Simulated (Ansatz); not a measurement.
Input file:

```yaml
crystal:
  periodic: [false, false, false]
  atoms:
    - {symbol: B, position_ang: [0.000000, -0.416854, 2.515021]}
    - {symbol: Al, position_ang: [0.000000, 0.204984, -1.051969]}
    - {symbol: H, position_ang: [0.000000, 0.646266, 4.336946]}
    - {symbol: H, position_ang: [0.000000, -1.662359, -3.152507]}
basis:
  gaussian: {orbitals: 6-31G}
magnetization: {spin_polarized: false}
correlation: {method: ccsdtq, electrons: outside_noble_gas}
```

```sh
$ ansatz run in.yaml --threads 1 --pin off --events-out ev --progress --plain --max-ram 2393MiB
```

Log:

```
548 factors; integrals over basis functions are off by at most 1.4e-7 eV
mean field evaluation 1: about -7272.8896 eV, gradient 1.6e1 eV
mean field evaluation 2: about -7272.8903 eV, gradient 1.6e1 eV
mean field evaluation 4: about -7275.5651 eV, gradient 1.1e0 eV
mean field evaluation 8: about -7275.5778 eV, gradient 1.1e-3 eV
mean field evaluation 16: about -7250.7586 eV, gradient 2.6e1 eV
mean field evaluation 32: about -7268.4526 eV, gradient 1.5e0 eV
mean field evaluation 64: about -7267.9216 eV, gradient 4.9e0 eV
mean field evaluation 96: about -7260.2480 eV, gradient 6.7e0 eV
mean field evaluation 128: about -7268.7046 eV, gradient 8.4e0 eV
mean field -7275.57783383 eV, -267.3725538294 hartree, gradient 5.5e-6 eV, S^2 0.000000; 8 other end points of the search recorded, 0 dependent functions left out; unrestricted orbitals would lower it
determinant -7275.57783383 eV, -267.3725538294 hartree, with singles and doubles -7279.88220020 eV, -267.5307363759 hartree
determinant -7268.47069328 eV, -267.1113712315 hartree, with singles and doubles -7273.74962592 eV, -267.3053684279 hartree
determinant -7268.40335582 eV, -267.1088966255 hartree, with singles and doubles -7272.84817226 eV, -267.2722406171 hartree
6 core orbitals not correlated: weight in the atoms' cores, before any rotation towards them, 1.000 or more for the frozen orbitals, at most 0.000 for the correlated occupied ones
reference -7275.57783383 eV, -267.3725538294 hartree; 4, 4 occupied and 16, 16 virtual orbitals, 548 factors
second order -2.49554548 eV of doubles, -0.00000000 eV of singles
cycle   1  -3.40170108 eV  change   -9.1e-1 eV  update   1.4e-1
...
cycle  30  -4.40816530 eV  change    4.7e-7 eV  update   7.2e-6
cycle  31  -4.40816500 eV  change    3.0e-7 eV  update   1.4e-5
cycle  32  -4.40816498 eV  change    2.0e-8 eV  update   1.9e-5
cycle  33  -4.40816505 eV  change   -7.1e-8 eV  update   1.2e-5
cycle  34  -4.40816512 eV  change   -7.1e-8 eV  update   8.9e-6
cycle  35  -4.40816508 eV  change    4.4e-8 eV  update   6.8e-6
cycle  36  -4.40816502 eV  change    5.8e-8 eV  update   4.1e-6
cycle  37  -4.40816506 eV  change   -4.2e-8 eV  update   1.5e-6
cycle  38  -4.40816505 eV  change    6.7e-9 eV  update   1.4e-6
cycle  39  -4.40816506 eV  change   -3.6e-9 eV  update   3.4e-7
Total energy: -7279.98599889 eV, -267.5345509073 hartree
```

For the same geometry and basis full CI lies 0.0 meV lower.

Ran on 1 thread of Arm Neoverse V1, shared host: 17 s wall, 0.15 GiB peak host memory.
